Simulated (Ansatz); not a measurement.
Results of PBEsol in Ansatz (plane waves, PAW) for fcc Pb.

Numerical settings: plane-wave cutoff 500 eV, 18×18×1 k mesh (along the axes of the cell as run), Fermi–Dirac smearing 0.1 eV, scalar-relativistic PAW data made under PBE.

Q: Predict the surface energy of the (111) face and work function of the (111) face.

A: 
* **surface energy of the (111) face**: 0.36 J/m²
* **work function of the (111) face**: 3.90 eV

The slab of 6 atoms is relaxed and unreconstructed.

Spin–orbit coupling is not included; it can shift volumes and moduli of such heavy elements.

It cost very roughly 5 core-minutes of CPU time.

Ansatz is a quantum-chemistry and plane-wave program.
